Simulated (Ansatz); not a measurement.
# Al₂ (triplet): from Hartree-Fock to the top rungs at distance Al1–Al2 = 3.047 Å, cc-pVDZ

Aim: climb from Hartree-Fock through coupled cluster and multireference methods for Al₂ (triplet) at one geometry and basis, and see what each rung misses.

Computed with Ansatz 0.2.0, Gaussian basis. Level: cc-pVDZ, core rule «outside noble gas», up to 10 orbitals frozen.

Plan: UHF; CCSD(T) on ROHF; CCSD(T) on UHF; BCCD(T) on ROHF; CISD; CCSDT(Q) on ROHF; CCSDT(Q) on UHF; CISDTQ; CASSCF and MRCISD+Q, 4 electrons in 4 orbitals; CASSCF and NEVPT2, 4 electrons in 4 orbitals; CASSCF and MRCISD+Q, 6 electrons in 8 orbitals; CASSCF and NEVPT2, 6 electrons in 8 orbitals; Full CI.

22 further runs of the same task are left out: 13 that didn't finish, 9 set aside as unsound or not needed.

**1. What is computed**

The geometry derives from a PBE0/def2-TZVP stationary point (not a proven minimum). One bond is set to the value named and the two fragments are kept rigid.

2 atoms, charge 0, spin multiplicity 3.

Atoms are counted from 1 here; the program's logs count them from 0.

No contacts short enough for the rule that draws bonds.

Geometry (Å):

```xyz
2
Al2
Al    0.0000    0.0000    0.0000
Al    0.0000    0.0000    3.0470
```

**2. UHF**

Contents of in.yaml:

```yaml
crystal:
  periodic: [false, false, false]
  atoms:
    - {symbol: Al, position_ang: [0.000000, 0.000000, 0.000000]}
    - {symbol: Al, position_ang: [0.000000, 0.000000, 3.047000]}
basis:
  gaussian: {orbitals: cc-pVDZ}
magnetization: {spin_polarized: true, initial_magnetization: 2}
hamiltonian: {xc: hf}
output: {orbitals: {seedname: orbitals}}
```

Command:

```console
$ ansatz run in.yaml --threads 1 --pin off --events-out ev --progress --plain --max-ram 2393MiB
```

The runs that follow: CCSD(T) on ROHF; CCSD(T) on UHF; BCCD(T) on ROHF; CISD; CCSDT(Q) on ROHF; CCSDT(Q) on UHF; CISDTQ; CASSCF and MRCISD+Q, 4 electrons in 4 orbitals; CASSCF and NEVPT2, 4 electrons in 4 orbitals; CASSCF and MRCISD+Q, 6 electrons in 8 orbitals; CASSCF and NEVPT2, 6 electrons in 8 orbitals; Full CI.

Before running them: what should the planned runs give, taken together? Wanted: FCI from the RHF energy; RMP2 from FCI; UMP2 from FCI; RCCSD from FCI; RCCSD(T) from FCI; UCCSD(T) from FCI; RCCSDT(Q) from FCI; UCCSDT(Q) from FCI; NEVPT2 pair from FCI.

**Answer**, as computed:

| quantity | value |
| --- | --- |
| FCI from the ROHF energy | -3.2433 eV |
| RMP2 from FCI | +1007.2 meV |
| UMP2 from FCI | +1031.7 meV |
| RCCSD from FCI | +186.9 meV |
| RCCSD(T) from FCI | +58.0 meV |
| UCCSD(T) from FCI | +57.5 meV |
| RCCSDT(Q) from FCI | +2.2 meV |
| UCCSDT(Q) from FCI | +1.7 meV |
| NEVPT2 pair from FCI | +994.9 meV |
| NEVPT2 valence from FCI | +460.6 meV |
| MRCISD+Q valence from FCI | -24.5 meV |
| levels within 1 kcal/mol (43 meV) | RCCSDT, UCCSDT, CISDTQ, RCCSDT(Q), UCCSDT(Q), MRCISD+Q valence |
| T1 diagnostic | 0.029 |
| effectively unpaired electrons | 2.14 |

What this shows: RCCSD(T) lands +58.0 meV from the yardstick (1.8 % of the correlation energy). MRCISD+Q valence falls below full CI: the +Q correction isn't variational, and the cores differ from full CI's. One determinant dominates. Of the multireference levels listed MRCISD+Q valence comes nearest in total energy (-24.5 meV), which doesn't show that its space is the better one. These misses are within one basis, not against nature; the frozen cores of restricted and unrestricted runs differ, which can shift their rows.

Levels on UHF freeze UHF's core orbitals, full CI those of ROHF, so the U rows can settle a little off it for that reason alone.

With open shells the CI space here admits some triples and quadruples, so it is larger than plain CISD.
